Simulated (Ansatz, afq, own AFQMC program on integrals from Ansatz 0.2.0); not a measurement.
Integrals from Ansatz 0.2.0, then the random walk in our own AFQMC program (afq).

```yaml
crystal:
  periodic: [false, false, false]
  atoms:
    - {symbol: Ge, position_ang: [0.000000, -0.068340, 1.314224]}
    - {symbol: Ge, position_ang: [0.000000, 0.068340, -1.314224]}
    - {symbol: H, position_ang: [0.000000, 1.446588, 1.766971]}
    - {symbol: H, position_ang: [0.000000, -1.446588, -1.766971]}
basis:
  gaussian: {orbitals: cc-pVDZ}
magnetization: {spin_polarized: true, initial_magnetization: 2}
correlation: {method: ccsd_t, electrons: outside_noble_gas, hamiltonian_folder: ham}
```

```sh
$ ansatz run in.yaml --threads 1 --pin off --events-out ev --progress --plain --max-ram 1382MiB
```

afq runs on the folder ham with

```
--method phaseless --trial cisd --walkers 60 --populations 1 --least-time 40 --time-step 0.005 --steps-per-block 50 --equilibration-blocks 28 --max-blocks 300 --target-error 0.00038 --factor-cut 1e-05 --start spin_pure --seed 8961 --release-times 0.24,0.51,0.99,1.62,2.4 --release-step 0.03 --release-every 4 --taylor-order 6
```

Times are imaginary, in 1/Eh. The walk had a cap of 1086 s. Filled inner d shells are frozen with the cores.

afq prints:

```
orbitals 36  electrons 6 4  factors 288 of 742
reference energy -4151.76817486 Eh
CCSD correlation -0.18280289 Eh in 12 cycles, weight of the determinant in the CISD state 0.8494
energy of the start -4151.949074 Eh
 block  time / (1/Eh)  mean weight  energy / Eh
     1     0.250  0.9990  -4151.947141
     2     0.500  1.0010  -4151.947563
     3     0.750  0.9995  -4151.949838
     4     1.000  1.0008  -4151.950887
     5     1.250  0.9975  -4151.952656
     7     1.750  1.0006  -4151.952615
     9     2.250  0.9985  -4151.955596
    17     4.250  0.9997  -4151.957072
    33     8.250  0.9989  -4151.959229
    49    12.250  1.0004  -4151.955809
    65    16.250  1.0000  -4151.957927
    81    20.250  1.0001  -4151.955306
    97    24.250  1.0008  -4151.961494
   113    28.250  0.9999  -4151.973277
   129    32.250  1.0021  -4151.958307
   145    36.250  0.9978  -4151.964848
   161    40.250  0.9985  -4151.956154
   177    44.250  0.9988  -4151.961015
   193    48.250  1.0023  -4151.959295
   201    50.250  0.9997  -4151.952245
   209    52.250  0.9989  -4151.958238
   225    56.250  0.9993  -4151.960120
   241    60.250  1.0012  -4151.959876
   257    64.250  0.9996  -4151.957992
   273    68.250  1.0003  -4151.957940
   289    72.250  1.0000  -4151.965807
   305    76.250  0.9996  -4151.955380
   321    80.250  0.9995  -4151.955112
blocks merged  error / Eh  count
     1  0.000237  300
     2  0.000307  150
     4  0.000387  75
     8  0.000492  37
    16  0.000589  18
    32  0.000686  9
released: time / (1/Eh)  energy / Eh  error  mean overlap
  0.24  -4151.959761  0.000635  0.9991
  0.51  -4151.960067  0.000543  0.9966
  0.99  -4151.959981  0.000379  0.9962
  1.62  -4151.959978  0.000440  0.9937
  2.40  -4151.960349  0.000520  0.9943
energy -4151.959435 +/- 0.000589 Eh
(rows thinned)
```

The run passed its tests (sampling time, drift between the halves within three errors, error under three times the target), which doesn't prove that it has relaxed.

Against this walk (error 16.0 meV) on the same determinant: CCSD(T) 33.6 meV higher, CCSDT(Q) 33.2 meV lower. The error is statistical and leaves out the bias of the constraint. Released to 2.40 1/Eh the energy moves by -25 ± 21 meV (both errors), within twice the noise.

Cautions: constraint bias not in the error; error above the target (16.0 against 10.3 meV); no relativity below Rb; no spin-orbit coupling; inner d shell frozen; lower spins were not checked; unrestricted determinant slightly spin contaminated (⟨S²⟩ 2.05 against 2.00).

The walk took 9 min on 1 thread of Arm Neoverse V1, with other jobs on the host. The log's last line is the phaseless energy.

CCSDT and higher add their correlation energy to the determinant of the CCSD(T) run, since their own runs factorise the integrals more tightly (a shift of under 2 meV). A walk keeps the symmetry of its determinant, which the program's search chose and which needn't be the lowest solution, so a lower state of the same spin and another symmetry isn't excluded.
